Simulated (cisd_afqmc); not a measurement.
Input (AFQMC/CISD/cc-pVDZ; cisd_afqmc is a phaseless AFQMC code with CISD trial states that reads the integrals written by Ansatz):

Ansatz 0.2 input:
```python
import cisd_afqmc

open("ham.yaml", "w").write("""\
crystal:
  periodic: [false, false, false]
  atoms:
    - {symbol: C, position_ang: [-0.00000000, -0.00000000, -0.62165074]}
    - {symbol: C, position_ang: [0.00000000, 0.00000000, 0.62165074]}
    - {symbol: H, position_ang: [0.00000000, 0.00000000, 1.70119702]}
    - {symbol: H, position_ang: [-0.00000000, -0.00000000, -1.70119702]}
basis:
  gaussian:
    orbitals: cc-pVDZ
total_charge: 1
magnetization: {spin_polarized: true, initial_magnetization: 1}
correlation: {method: ccsd, electrons: outside_noble_gas, hamiltonian_folder: ham}
""")
rep = cisd_afqmc.ansatz("ham.yaml")
e_ccsd = rep["correlation"]["coupled_cluster"]["energy"]["hartree"]
out = cisd_afqmc.run("ham", e_ccsd, trial="CISD", walkers=200, populations=8, threads=8, dt=0.005, steps=40, early=24, settle=10, least=32,
    cut=5e-5, rank_cut=2e-4, target=0.0004, seconds=1500, seed=1, memory=12960, gpu=False)
```

Output:

```
orbitals 36, occupied [5, 4], factors 193 of 352, rank of the doubles 150 of 283
E(HF) = -76.468067
E(CCSD) on the cut factors = -76.697294, shift to the whole factors -0.000014
Energy of the trial state on the determinant = -76.697265
  tau behind 7.2 of longer steps, mean of the populations' last blocks
   2.0  -76.70535
   4.0  -76.70526
   6.0  -76.70657
   8.0  -76.70567
blocks 343 (1 outliers left out), error by blocks joined: 1: 0.00019, 2: 0.00025, 4: 0.00029, 8: 0.00035, 16: 0.00038
E(AFQMC/CISD) = -76.70592 +/- 0.00038
```
